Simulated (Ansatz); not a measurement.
The first iterations of a band of AlH5N2 + H (9 atoms, charge 0, multiplicity 2).

Theory: UKS B3LYP-D4/6-31G* (Ansatz).

```
movable images  : 5
climbing image  : yes
spring          : 5.0 eV/Å²
optimiser       : quadratic models (default)
start path      : through a guess of the saddle point
force threshold : 0.05 eV/Å
iteration limit : 60
end points      : relaxed
```

Image 0:

```xyz
9
Properties=species:S:1:pos:R:3
Al 0.006 0.019 -0.148
H 0.007 0.086 1.435
N 1.549 0.111 -1.036
H 1.666 0.081 -2.040
H 2.449 0.204 -0.582
N -1.538 -0.148 -1.022
H -2.437 -0.201 -0.561
H -1.657 -0.203 -2.026
H -0.045 0.050 3.740
```

Image 6:

```xyz
9
Properties=species:S:1:pos:R:3
Al 0.271 -0.987 -1.013
H -0.861 0.088 2.143
N 1.693 -0.044 -1.556
H 2.577 -0.457 -1.827
H 1.741 0.967 -1.620
N -1.200 -0.098 -0.498
H -2.063 -0.546 -0.217
H -1.323 0.908 -0.535
H -0.835 0.168 2.883
```

| iteration | highest image above the first end (eV) | largest band force component (eV/Å) |
| --- | --- | --- |
| 1 | 2.380 | 12.956 |
| 2 | 0.372 | 1.982 |
| 3 | 0.113 | 2.859 |
| 4 | 0.061 | 1.631 |
| 5 | 0.047 | 4.530 |
| 6 | 0.027 | 0.790 |
| 7 | 0.000 | 0.762 |

Question: Does the band converge within its limit, and where does its top end?

Answer: It converged. It ended after 22 iterations with the highest image 0.015 eV above the first end. The profile has 2 maxima (images 1, 3) with wells between them (image 2): this band takes more than one step, which may be the mechanism or a detour left from its start path. A vibrational analysis at the climbing image gives one clearly imaginary mode, 370i cm⁻¹: a first-order saddle point.

Run time: 5.3 min on 1 thread of Arm Neoverse V2 (shared host), peak memory 0.15 GiB.
